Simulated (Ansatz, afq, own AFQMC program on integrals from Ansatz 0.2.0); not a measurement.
**Where AFQMC and coupled cluster stand for CH3B, triplet**

```xyz
5

B     0.0000    0.0504    0.7398
C     0.0000   -0.1015   -0.7490
H     0.0000    1.1489    1.2274
H     0.0000   -0.9087    1.4552
H     0.0000    0.4289   -1.6923
```

Connectivity, by distances: BH2–CH.

Basis cc-pVDZ. Noble-gas cores (and the filled d shells of Ga–Kr and In–Xe) are frozen. Integrals, coupled cluster, full CI and functionals: Ansatz 0.2.0; the random walks run on the same integrals in our own AFQMC program. ph-AFQMC/CISD is guided by a CISD state made of CCSD amplitudes; releasing the constraint for a short imaginary time cuts its bias at the price of noise, slowly where states lie close. ± is one standard error of the sampling.

Determinant: UHF, the one that the program's search chose, which needn't be the lowest solution. The geometry is a PBE0/def2-TZVP stationary point of this or a neighbouring charge and spin state.

No full CI on the walks' own integrals is used here; CCSDT(Q) serves as the reference and is uncertain by about the last step of the cluster series.

```
T1 diagnostic                               : 0.0172
weight of the determinant in the CISD state : 0.906
⟨S²⟩ of the determinant                     : 2.015
size of the correlated space                : 10 electrons in 41 orbitals
```

Reference: CCSDT(Q), correlation energy -5.678 eV. The released energy is read at 2.40 1/Eh (meV from the phaseless value at times in 1/Eh: -1.0 ± 2.1 at 0.24, -3.1 ± 1.5 at 0.51, -3.2 ± 1.8 at 0.99, -5.8 ± 1.7 at 1.62, -3.9 ± 1.6 at 2.40).

| level | E − E(reference) (meV) | share of correlation (%) |
| --- | --- | --- |
| HF | 5678.0 | 0.00 |
| MP2 | 1117.7 | 80.31 |
| CCSD | 151.0 | 97.34 |
| CCSD(T) | 29.8 | 99.48 |
| CCSDT | 5.2 | 99.91 |
| ph-AFQMC/HF | -25.6 ± 20.6 | 100.45 |
| ph-AFQMC/CISD | 1.4 ± 2.3 | 99.98 |
| released AFQMC | -2.5 ± 1.6 | 100.04 |

A walk keeps the symmetry of its determinant, which the program's search chose and which needn't be the lowest solution, so a lower state of the same spin and another symmetry isn't excluded. Released energies are given only where the last usable release times agree within the noise; a slower fall can still hide under it.
